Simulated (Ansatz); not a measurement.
# CH5SSi: the cost of one run

Computed with Ansatz 0.2.0, Gaussian basis. Level: single points in def2-TZVPPD.

Correlated methods freeze the cores.

2 further runs of the same task are left out: 2 that didn't finish.

### 1 The starting structure

SMILES `CS[SiH2-]`, 8 atoms, charge -1, spin multiplicity 1.

Atoms are counted from 1 here; the program's logs count them from 0.

Bond lengths: C1–S2 1.798 Å, C1–H4 1.093 Å, C1–H5 1.134 Å, C1–H6 1.130 Å, S2–Si3 2.247 Å, Si3–H7 1.594 Å, Si3–H8 1.481 Å. Angles: S2–C1–H4 111.2°, S2–C1–H5 107.3°, S2–C1–H6 108.4°, H4–C1–H5 111.3°, H4–C1–H6 109.8°, H5–C1–H6 108.8°, C1–S2–Si3 94.4°, S2–Si3–H7 96.2°, S2–Si3–H8 98.7°, H7–Si3–H8 100.4°.

Geometry (Å):

```
atom    x (Å)    y (Å)    z (Å)
  C1  -0.8197   1.0268  -0.2958
  S2   0.2179   0.4572   1.0571
 Si3   1.1488  -1.2080  -0.1310
  H4  -1.6047   0.3017  -0.5254
  H5  -0.1432   1.1978  -1.1898
  H6  -1.2844   2.0131   0.0022
  H7   2.3620  -1.4753   0.8682
  H8   0.2323  -2.3033   0.2605
```

### 2 PBE-D4/def2-TZVPPD

run/in.yaml reads:

```yaml
crystal:
  periodic: [false, false, false]
  atoms:
    - {symbol: C, position_ang: [-0.819701, 1.026848, -0.295782]}
    - {symbol: S, position_ang: [0.217854, 0.457237, 1.057055]}
    - {symbol: Si, position_ang: [1.148751, -1.207961, -0.130977]}
    - {symbol: H, position_ang: [-1.604678, 0.301652, -0.525377]}
    - {symbol: H, position_ang: [-0.143241, 1.197765, -1.189805]}
    - {symbol: H, position_ang: [-1.284417, 2.013107, 0.002176]}
    - {symbol: H, position_ang: [2.362038, -1.475347, 0.868217]}
    - {symbol: H, position_ang: [0.232290, -2.303277, 0.260497]}
basis:
  gaussian: {orbitals: "def2-TZVPPD.json"}
total_charge: -1
hamiltonian: {xc: pbe, dispersion: d4}
output: {forces: true}
```

The basis file named in the input lies beside it (Basis Set Exchange, JSON).

Launch:

```
ansatz run in.yaml --threads 2 --pin off --events-out ev --progress --plain --max-ram 3481MiB
```

What time and memory should one allow on 2 threads of Arm Neoverse V1, shared host?

About 3.2 s, with a peak of 0.26 GiB.
